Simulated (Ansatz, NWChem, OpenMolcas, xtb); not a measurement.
A ladder of methods for C4H9Cl (SMILES CCCCCl)

C4H9Cl: 14 atoms, total charge 0, spin state singlet. As SMILES, `CCCCCl`. Geometry: relaxed at PBE0-D4/def2-TZVP. This is one conformer, not always the lowest.

Each level gives the atomisation enthalpy at 298 K (kJ/mol). The values are calculated. The thermal term (zero-point and 298 K enthalpy, harmonic and unscaled) is that of PBE0-D4/def2-TZVP; the spin-orbit lowering of the free atoms at 298 K, 3.5 kJ/mol by their spectra, is taken off.

**What was measured.** CRC Handbook of Chemistry and Physics gives the atomisation enthalpy at 298 K of the gas as 5105 kJ/mol.

```json
{"level": "GFN0-xTB", "kind": "semi-empirical", "program": "xtb", "value (kJ/mol)": "5220", "computed − measured": "+115"}
{"level": "HF/6-31G* (spherical functions)", "kind": "Hartree–Fock", "program": "OpenMolcas", "value (kJ/mol)": "3794", "computed − measured": "-1311"}
{"level": "SVWN5/6-31G* (spherical functions)", "kind": "LDA", "program": "Ansatz", "value (kJ/mol)": "5849", "computed − measured": "+744"}
{"level": "PBE/6-31G* (spherical functions)", "kind": "GGA", "program": "OpenMolcas", "value (kJ/mol)": "5199", "computed − measured": "+94"}
{"level": "revPBE/6-31G* (spherical functions)", "kind": "GGA", "program": "OpenMolcas", "value (kJ/mol)": "5025", "computed − measured": "-80"}
{"level": "TPSS/6-31G* (spherical functions)", "kind": "meta-GGA", "program": "NWChem", "value (kJ/mol)": "5140", "computed − measured": "+35"}
{"level": "BHLYP/6-31G* (spherical functions)", "kind": "global hybrid", "program": "NWChem", "value (kJ/mol)": "4966", "computed − measured": "-139"}
{"level": "wB97M-V/6-31G* (spherical functions)", "kind": "range-separated hybrid", "program": "Ansatz", "value (kJ/mol)": "5174", "computed − measured": "+69"}
{"level": "B2PLYP/6-31G* (spherical functions)", "kind": "double hybrid", "program": "Ansatz", "value (kJ/mol)": "4953", "computed − measured": "-152"}
{"level": "CCSD/6-31G* (spherical functions)", "kind": "coupled cluster or CI", "program": "NWChem", "value (kJ/mol)": "4619", "computed − measured": "-486"}
```

Nearest: TPSS/6-31G* (spherical functions) (+35 kJ/mol); farthest: HF/6-31G* (spherical functions) (-1311 kJ/mol). Computed less measured by kind, in kJ/mol (6-31G* rows): semi-empirical +115; Hartree–Fock -1311; LDA +744; GGA -80 to +94; meta-GGA +35; global hybrid -139; range-separated hybrid +69; double hybrid -152; coupled cluster or CI -486. In a finite basis correlated wave-function methods underbind, so their errors here aren't those of the basis-set limit. The xTB rows lack spin polarisation, so open shells miss the exchange term that lowers them.
